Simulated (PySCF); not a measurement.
Isomers of C3H4FN, one conformer each. Method: core-valence-separated Tamm–Dancoff BHandHLYP/aug-pcX-1 (pcseg-1 on H) in PySCF, non-relativistic, gas phase, PBE0-D3(BJ)/def2-SVP geometry. BHandHLYP without relativity tends to put these K edges a few eV too low, so spacings mean more than positions.

P. `FC[C@H]1C=N1`
Q. `C[C@@H](F)C#N`
R. `C=N/C=C\F`

Main lines, eV (oscillator strength):
1. C K: 282.9 (0.068), 286.2 (0.043), 286.6 (0.045), 287.2 (0.033), 287.9 (0.014); N K: 396.4 (0.061), 400.2 (0.055), 402.9 (0.007); F K: 685.0 (0.024), 686.4 (0.006), 686.6 (0.007), 687.3 (0.003), 687.8 (0.004)
2. C K: 282.5 (0.065), 283.6 (0.047), 284.4 (0.068), 286.3 (0.015), 286.5 (0.023); N K: 396.2 (0.058), 401.0 (0.009), 402.7 (0.009); F K: 685.3 (0.010), 686.5 (0.020), 687.6 (0.011), 688.3 (0.008), 688.7 (0.006)
3. C K: 283.7 (0.056), 284.0 (0.065), 285.9 (0.010), 286.4 (0.010), 286.7 (0.026); N K: 397.0 (0.064), 397.5 (0.063), 403.2 (0.007); F K: 684.7 (0.033), 686.9 (0.004), 687.7 (0.004), 688.2 (0.003)
Listed: the first five lines at most of each edge with a tenth or more of its strongest line's intensity; roots within 0.03 eV on the same or equivalent atoms are summed. Only the lowest roots were sought, and the top ones are left out.

**Question.** Which spectrum belongs to which isomer?

**Answer.** 1 = P, 2 = R, 3 = Q.
- P: first C line listed at 282.9 eV, hole on the C=N carbon (1s→π*); first N line listed at 396.4 eV, hole on the C=N nitrogen; first F line listed at 685.0 eV, hole on the alkyl fluorine.
- Q: first C line listed at 283.7 eV, hole on the nitrile carbon (1s→π*); first N line listed at 397.0 eV, hole on the nitrile nitrogen (1s→π*); first F line listed at 684.7 eV, hole on the alkyl fluorine.
- R: first C line listed at 282.5 eV, hole on the imine carbon (1s→π*); first N line listed at 396.2 eV, hole on the imine nitrogen (1s→π*); first F line listed at 685.3 eV, hole on the vinyl fluorine.

**Question.** What are the ground-state energies of the isomers at BHandHLYP/aug-pcX-1 (pcseg-1 on H), relative to the lowest?

**Answer.** P 180.8, Q 0.0, R 101.7 kJ/mol (electronic energies on these geometries, no dispersion or zero-point terms).
